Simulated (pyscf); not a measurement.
Elementary routes open to `[B][OH]` [singlet] + `[H][H]` in the gas phase (singlet surface):
A. `[BH2][OH]` (H–H broken; B–H, B–H formed)
B. `[BH]` [singlet] + `[OH2]` (B–O, H–H broken; B–H, H–O formed)

PySCF, gas phase, ωB97X-D3(BJ)/def2-SVP geometries.

Task: Rank the routes by free-energy barrier at 1200 K, lowest first, for ωB97M-D3(BJ)/def2-TZVP energies (ideal gas, 1 atm, RRHO with modes under 100 cm⁻¹ raised to 100, one conformer, R ln 2 for chiral ones without a mode under 150 cm⁻¹).

Result: A (74.2 kcal/mol), B (105.7 kcal/mol)

Route A is the fastest of these, ahead of the next by 31.5 kcal/mol. The most stable products are those of A (ΔG = -17.1 kcal/mol), so kinetics and thermodynamics agree. At 298 K A is still the fastest. B: On the product side the descent ends in an adduct with a B–O contact, 12.7 kcal/mol under the separated species and 21.5 kcal/mol under the saddle at ωB97X-D3(BJ)/def2-TZVP. Only these routes are compared; each barrier is that of the saddle found, and lower ones may exist.
